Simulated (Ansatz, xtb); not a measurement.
Redistribution: C2H3N + CH2F2O → HOCN + C2H4F2

Species: C2H3N (acetonitrile) `CC#N`, singlet; CH2F2O `OC(F)F`, singlet; HOCN (cyanic acid) `N#CO`, singlet; C2H4F2 (1,1-difluoroethane) `CC(F)F`, singlet. The partners trade CH3 for OH; both sit on C, so the bond types are kept.

Shapes, held fixed at every level: PBE0-D4/def2-TZVP. Flexible molecules stand in one conformer, not always the lowest. Programs: Ansatz 0.2.0, xtb 6.7.1. The zero-point and thermal change to 298 K, harmonic and unscaled (PBE0-D4/def2-TZVP), is -1.0 kJ/mol.

Task: Estimate ΔH(298 K) of this reaction.

Result: The highest level, CCSD(T)/CBS estimate, gives ΔH(298 K) = +81.4 kJ/mol; the levels span +7.7 to +85.2. GFN2-xTB strays far from the other rows. The column of differences is taken from that level and isn't an error. No measured value is set beside it here. The CBS estimate extrapolates MP2 from def2-TZVPP and def2-QZVPP and adds CCSD(T) − MP2 in the triple-zeta set, cores frozen.

```json
{"level": "GFN2-xTB", "kind": "semi-empirical", "ΔH(298 K) (kJ/mol)": "+7.7", "less CCSD(T)/CBS estimate": "-73.7"}
{"level": "SPW92/def2-TZVPP", "kind": "LDA", "ΔH(298 K) (kJ/mol)": "+72.7", "less CCSD(T)/CBS estimate": "-8.7"}
{"level": "PBE-D4/def2-TZVPP", "kind": "GGA", "ΔH(298 K) (kJ/mol)": "+72.0", "less CCSD(T)/CBS estimate": "-9.4"}
{"level": "B2PLYP/def2-TZVPP", "kind": "double hybrid", "ΔH(298 K) (kJ/mol)": "+80.2", "less CCSD(T)/CBS estimate": "-1.2"}
{"level": "MP2/def2-TZVPP", "kind": "perturbation theory", "ΔH(298 K) (kJ/mol)": "+84.5", "less CCSD(T)/CBS estimate": "+3.1"}
{"level": "CCSD(T)/def2-SVP", "kind": "coupled cluster or CI", "ΔH(298 K) (kJ/mol)": "+83.8", "less CCSD(T)/CBS estimate": "+2.4"}
{"level": "CCSD/def2-SVP", "kind": "coupled cluster or CI", "ΔH(298 K) (kJ/mol)": "+85.2", "less CCSD(T)/CBS estimate": "+3.8"}
{"level": "CCSD/def2-TZVPP", "kind": "coupled cluster or CI", "ΔH(298 K) (kJ/mol)": "+83.7", "less CCSD(T)/CBS estimate": "+2.3"}
{"level": "CCSD(T)/CBS estimate", "kind": "coupled cluster or CI", "ΔH(298 K) (kJ/mol)": "+81.4", "less CCSD(T)/CBS estimate": "0.0"}
```
